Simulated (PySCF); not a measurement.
AlF3, SMILES [Al]([F])([F])[F].

Geometry optimised at B3LYP-D3(BJ)/def2-TZVP. The isomer is the one that the SMILES or the coordinates give; other isomers of the formula were not compared.

Method: IEF-PCM-ωB97X/def2-SVP run with PySCF.

The values are the electrostatic part of the solvation free energy, E(continuum) − E(gas) at the gas-phase geometry, in a cavity of scaled van der Waals radii (PySCF's table); cavitation and dispersion terms are not included. A continuum can't describe solvent molecules that bind to the metal. In vacuum the orbital gap is 14.81 eV. The dipole moment in vacuum is 0.00 D.

Estimate the values in water (ε = 78.36), acetonitrile (ε = 35.69), benzene (ε = 2.27). (The exact figures need the calculation; the answer reports its results.)


```csv
solvent,ε,ΔG(elec) (kcal/mol),dipole (D),gap (eV)
water,78.36,-9.1,0.00,15.22
acetonitrile,35.69,-8.8,0.00,15.21
benzene,2.27,-4.1,0.00,14.99
```
